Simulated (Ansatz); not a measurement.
**NH$_{4}$⁺ ··· C$_{2}$H$_{4}$**

The pair of NH$_{4}$⁺ (SMILES [NH4+], atoms 1–5) and C$_{2}$H$_{4}$ (SMILES C=C, atoms 6–11), both closed shells, in one local arrangement (a lower one may exist), relaxed at PBE0-D4/def2-TZVP:

```json
{"atom": "N1", "x (Å)": "0.0862", "y (Å)": "-0.0819", "z (Å)": "-1.7165"}
{"atom": "H2", "x (Å)": "-0.8307", "y (Å)": "-0.3243", "z (Å)": "-2.0952"}
{"atom": "H3", "x (Å)": "0.0340", "y (Å)": "-0.0312", "z (Å)": "-0.6640"}
{"atom": "H4", "x (Å)": "0.3767", "y (Å)": "0.8228", "z (Å)": "-2.0906"}
{"atom": "H5", "x (Å)": "0.7639", "y (Å)": "-0.7941", "z (Å)": "-1.9933"}
{"atom": "C6", "x (Å)": "0.2489", "y (Å)": "-0.5157", "z (Å)": "1.4453"}
{"atom": "C7", "x (Å)": "-0.3899", "y (Å)": "0.6497", "z (Å)": "1.3604"}
{"atom": "H8", "x (Å)": "-0.2902", "y (Å)": "-1.4571", "z (Å)": "1.4952"}
{"atom": "H9", "x (Å)": "1.3297", "y (Å)": "-0.5656", "z (Å)": "1.5390"}
{"atom": "H10", "x (Å)": "0.1456", "y (Å)": "1.5942", "z (Å)": "1.3818"}
{"atom": "H11", "x (Å)": "-1.4743", "y (Å)": "0.7033", "z (Å)": "1.3377"}
```

Program: Ansatz 0.2.0. Basis: def2-TZVPPD, with def2-QZVPPD for the basis limit. Cores are frozen in the correlated methods. B3LYP uses VWN-RPA correlation. Extrapolation: Hartree–Fock as exp(−7.88 √X), correlation as X^−2.97. Interaction energies count from these two fragments, frozen as in the pair, with the counterpoise correction; negative means bound.

**Question.** What is the interaction energy by CCSD(T) at an estimated basis limit (MP2 extrapolated from triple and quadruple zeta, plus CCSD(T) − MP2 in triple zeta)? (An estimate is asked for; the value comes from the calculation.)

**Answer.** By the calculation: -11.89 kcal/mol. Hartree–Fock alone gives -9.13 kcal/mol at the basis limit. It counts from the two fragments frozen as in the pair.

The same quantity by other methods in triple zeta, and each one's difference from that estimate:
| method | E_int (kcal/mol) | difference |
| --- | --- | --- |
| PBE-D4 | -13.90 | -2.01 |
| revPBE-D4 | -13.10 | -1.21 |
| BLYP-D4 | -12.82 | -0.94 |
| r2SCAN-D4 | -13.19 | -1.30 |
| B97M-V | -12.45 | -0.57 |
| PBE0-D4 | -13.65 | -1.77 |
| B3LYP-D4 | -12.91 | -1.03 |
| HSE06-D4 | -13.65 | -1.77 |
| wB97X-V | -12.48 | -0.60 |
| wB97M-V | -12.55 | -0.66 |
| B2PLYP | -11.75 | 0.14 |
| HF | -9.13 | 2.76 |
| MP2 | -12.06 | -0.17 |
| CCSD | -10.99 | 0.89 |
| CCSD(T) | -11.43 | 0.46 |
Differences are method less estimate.

Energy to bend the free fragments (PBE0-D4 minima) into their shapes in the pair, CCSD(T)/def2-TZVPPD: NH$_{4}$⁺ 0.49 kcal/mol; C$_{2}$H$_{4}$ 0.06 kcal/mol. This must be added to the interaction energy to get the binding energy from relaxed fragments.

Basis-set superposition shift (counterpoise-corrected less uncorrected): CCSD(T) 0.58; MP2 0.61; HF 0.07; PBE0-D4 0.07; wB97M-V 0.09 kcal/mol.

T1 diagnostic: at most 0.011. The restricted Hartree–Fock reference is unstable towards an unrestricted one at one or more of these structures.

For scale, one of the runs: CCSD(T)/def2-TZVPPD, 247 basis functions, launched by `ansatz run in.yaml --threads 4 --pin off --events-out ev --progress --plain --max-ram 9574MiB`. Hardware: 4 CPU threads of an Arm Neoverse V1, shared host. Wall time 67 s; peak host memory 5.2 GiB.
